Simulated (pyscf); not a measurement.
H₂O (SMILES O) + H₂O (SMILES O) + H₂O (SMILES O) -> H₂O (SMILES O) + H₂O (SMILES O) + H₂O (SMILES O) (multi-bond step; singlet surface; H–O, H–O, H–O broken, H–O, H–O, H–O formed). Structures and frequencies: ωB97X-D3(BJ)/def2-SVP in PySCF. Correlated levels are frozen-core, on RHF or UHF. ΔMP2 is the change of the MP2 total energy from the triple- to the quadruple-zeta basis. Energies in kJ/mol from the separated reactants.

```json
[
 {"level": "ωB97X-D3(BJ)/def2-TZVP", "barrier": "37.5", "reaction energy": "0.0"},
 {"level": "PBE/def2-TZVP", "barrier": "-7.8", "reaction energy": "0.0"},
 {"level": "r²SCAN/def2-TZVP", "barrier": "2.1", "reaction energy": "0.0"},
 {"level": "ωB97M-D3(BJ)/def2-TZVP", "barrier": "35.7", "reaction energy": "0.0"},
 {"level": "MP2/def2-QZVPP", "barrier": "45.2", "reaction energy": "0.0"},
 {"level": "CCSD/def2-TZVPP", "barrier": "69.5", "reaction energy": "0.0"},
 {"level": "CCSD(T)/def2-TZVPP + ΔMP2(QZVPP)", "barrier": "___", "reaction energy": "0.0"}
]
```

Some entries are withheld; supply them.


- CCSD(T)/def2-TZVPP + ΔMP2(QZVPP), barrier: 58.4

Of the functionals in the table, ωB97X-D3(BJ) is closest to CCSD(T)/def2-TZVPP + ΔMP2(QZVPP) in the barrier (21.0 kJ/mol apart) and PBE least close (66.2 kJ/mol); that level has limits of its own. On the reactant side the descent ends in a bound adduct, 74.1 kJ/mol under the separated species and 111.5 kJ/mol under the saddle at ωB97X-D3(BJ)/def2-TZVP. On the product side the descent ends in a bound adduct, 74.1 kJ/mol under the separated species and 111.5 kJ/mol under the saddle at ωB97X-D3(BJ)/def2-TZVP. At PBE the saddle lies under the separated reactants, which points to a path from their complex (located at ωB97X-D3(BJ) alone). At PBE the saddle lies under the separated products, which points to a path from their complex (located at ωB97X-D3(BJ) alone). This is the saddle that the search found; another between the same sides may lie lower. The CCSD(T) − MP2 part came from Ansatz, without density fitting, on the same reference.
